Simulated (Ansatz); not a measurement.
# C4H5F: up Jacob's ladder to CCSD(T)

Aim: compute C4H5F with functionals from several rungs and with coupled cluster, and see how far each lands from CCSD(T) at the basis-set limit for the atomisation energy.

Method: functionals in def2-TZVPP, the program's frozen cores in correlated methods; program: Ansatz 0.2.0, Gaussian basis.

Levels to be run: LDA (SPW92), PBE-D4, revPBE-D4, BLYP-D4, r2SCAN-D4, B97M-V, PBE0-D4, B3LYP-D4, r2SCANh-D4, r2SCAN0-D4, HSE06-D4, BHLYP-D4, CAM-B3LYP-D4, LC-ωPBE, ωB97X-V, ωB97M-V, B2PLYP, PBE-QIDH; CCSD(T)/def2-SVP; CCSD(T)/def2-TZVPP; MP2/def2-QZVPP; extrapolation to the limit; RPA on PBE.

### 1 The geometry

The geometry comes from an earlier relaxation with PBE0-D4 in a triple-zeta def2 set; it is a stationary point, not always the lowest conformer.

SMILES `C=C=C(C)F`, 10 atoms, charge 0, spin multiplicity 1.

Atoms are counted from 1 here; the program's logs count them from 0.

Bond lengths: C1–C2 1.299 Å, C1–H6 1.087 Å, C1–H7 1.087 Å, C2–C3 1.302 Å, C3–C4 1.482 Å, C3–F5 1.353 Å, C4–H8 1.094 Å, C4–H9 1.089 Å, C4–H10 1.094 Å. Angles: C2–C1–H6 121.5°, C2–C1–H7 121.5°, H6–C1–H7 117.0°, C1–C2–C3 178.3°, C2–C3–C4 127.4°, C2–C3–F5 119.7°, C4–C3–F5 112.9°, C3–C4–H8 110.2°, C3–C4–H9 110.5°, C3–C4–H10 110.2°, H8–C4–H9 109.0°, H8–C4–H10 107.8°, H9–C4–H10 109.0°.

### 2 LDA

This LDA is Slater exchange with PW92 correlation.

The input, in.yaml:

```yaml
crystal:
  periodic: [false, false, false]
  atoms:
    - {symbol: C, position_ang: [-1.208602, 1.454815, -0.932138]}
    - {symbol: C, position_ang: [-0.251593, 0.670992, -0.534481]}
    - {symbol: C, position_ang: [0.683468, -0.131333, -0.112376]}
    - {symbol: C, position_ang: [0.562171, -1.196940, 0.910567]}
    - {symbol: F, position_ang: [1.931737, -0.033850, -0.625513]}
    - {symbol: H, position_ang: [-1.400482, 2.408392, -0.447227]}
    - {symbol: H, position_ang: [-1.848953, 1.190005, -1.769452]}
    - {symbol: H, position_ang: [0.821275, -2.167380, 0.478016]}
    - {symbol: H, position_ang: [-0.455241, -1.240601, 1.296132]}
    - {symbol: H, position_ang: [1.249420, -1.005199, 1.739370]}
basis:
  gaussian: {orbitals: def2-TZVPP}
hamiltonian: {xc: lda}
output: {orbitals: {seedname: orbitals}}
```

Started as:

```
$ ansatz run in.yaml --threads 2 --pin off --events-out ev --progress --plain --max-ram 4352MiB
```

Further steps of the session: PBE-D4 (GGA); revPBE-D4 (GGA); BLYP-D4 (GGA); r2SCAN-D4 (meta-GGA); B97M-V (meta-GGA); B3LYP-D4 (hybrid); r2SCANh-D4 (hybrid); r2SCAN0-D4 (hybrid); HSE06-D4 (hybrid); BHLYP-D4 (hybrid); CAM-B3LYP-D4 (range-separated); LC-ωPBE (range-separated); ωB97X-V (range-separated); ωB97M-V (range-separated); B2PLYP (double hybrid); PBE-QIDH (double hybrid); CCSD(T) in def2-SVP; CCSD(T) in def2-TZVPP; MP2 in def2-QZVPP; RPA on PBE orbitals.

**Question.** What will the summary of the whole plan be? Wanted: atomisation energy, CCSD(T)/CBS; farthest beyond LDA; mean size of error, GGA; mean size of error, meta-GGA; mean size of error, hybrid; mean size of error, range-separated; mean size of error, double hybrid; gap, smallest and largest; T1 diagnostic.

The runs gave:

```
                               quantity                                           value
        atomisation energy, CCSD(T)/CBS                                       43.555 eV
    functionals within 0.218 eV (0.5 %)  r2SCANh-D4, LC-ωPBE, ωB97X-V, B2PLYP, PBE-QIDH
                    farthest beyond LDA                              PBE-D4 (+1.704 eV)
                mean size of error, GGA                                        0.860 eV
           mean size of error, meta-GGA                                        0.347 eV
             mean size of error, hybrid                                        0.561 eV
    mean size of error, range-separated                                        0.229 eV
      mean size of error, double hybrid                                        0.107 eV
              gap, smallest and largest       4.35 eV (LDA (SPW92)), 11.79 eV (LC-ωPBE)
                          T1 diagnostic                                          0.0121
triples share of the correlation energy                                           4.1 %
```

What this shows: LDA overbinds by 7.148 eV (16 %). PBE-D4 is off by +1.704 eV. Double hybrids carry the basis error of their MP2 part in triple zeta, and no dispersion term here, so their miss is partly the set-up's. Taken by rung, double hybrid functionals do best (0.107 eV on average) and GGA ones worst beyond LDA (0.860 eV). The reference freezes the cores and leaves out relativity and excitations past (T), so misses under about 0.218 eV can't be ranked. Hartree-Fock recovers 73 % of the binding; the rest is correlation. CCSD(T) in def2-SVP is off by -1.682 eV, more than most functionals: a good method in a small basis is no reference. The gap grows from 4.3 to 11.8 eV across the functionals, mostly with the share of exact exchange. The restricted reference is unstable towards a spin-broken one.
